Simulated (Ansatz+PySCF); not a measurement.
Values are calculated unless marked as measured or tabulated.
Input for Ansatz (development build ahead of 0.2.0):

```yaml
crystal:
  periodic: [false, false, false]
  atoms:
    - { symbol: C, position_ang: [-0.03296, 1.50276, 0.0] }
    - { symbol: C, position_ang: [1.23092, 0.75668, 0.0] }
    - { symbol: C, position_ang: [1.22171, -0.70536, 0.0] }
    - { symbol: C, position_ang: [-0.03984, -1.44435, 0.0] }
    - { symbol: C, position_ang: [-1.31791, -0.72284, 0.0] }
    - { symbol: C, position_ang: [-1.2513, 0.72244, 0.0] }
    - { symbol: H, position_ang: [-0.04278, 2.59865, 0.0] }
    - { symbol: H, position_ang: [2.18385, 1.30034, 0.0] }
    - { symbol: H, position_ang: [2.17114, -1.25351, 0.0] }
    - { symbol: H, position_ang: [-0.0342, -2.54144, 0.0] }
    - { symbol: H, position_ang: [-2.27189, -1.26227, 0.0] }
basis:
  gaussian: { orbitals: cc-pVTZ }
magnetization:
  initial_magnetization: 1
hamiltonian:
  xc: hf
correlation:
  method: mp2
  frozen_orbitals: { C: 1, H: 0 }
output:
  forces: true
```

The input is written out in the form of the current development build from the run's settings. Correlation on restricted open-shell orbitals is semicanonical, with singles.

The run gave:

```
Converged                                                          : yes
Reference energy                                                   : -230.09046 hartree
Correlation energy                                                 : -0.92650 hartree
Total energy                                                       : -231.01696 hartree
Spin squared of the determinant                                    : 0.750
Stability test                                                     : minimum among restricted orbitals
Occupied orbitals by symmetry in an Abelian subgroup (alpha; beta) : 11 A1 1 A2 2 B1 7 B2; 10 A1 1 A2 2 B1 7 B2
```

Forces (eV/Å):
```tsv
atom	Fx	Fy	Fz
C1	-0.112	-2.379	0.000
C2	-1.866	-1.169	0.000
C3	-1.933	1.116	0.000
C4	0.079	2.201	0.000
C5	2.004	1.287	0.000
C6	2.328	-1.344	0.000
H7	-0.016	-0.575	0.000
H8	-0.483	-0.264	0.000
H9	-0.477	0.275	0.000
H10	-0.013	0.550	0.000
H11	0.490	0.301	0.000
```

Caution: an unrestricted determinant lies well below.
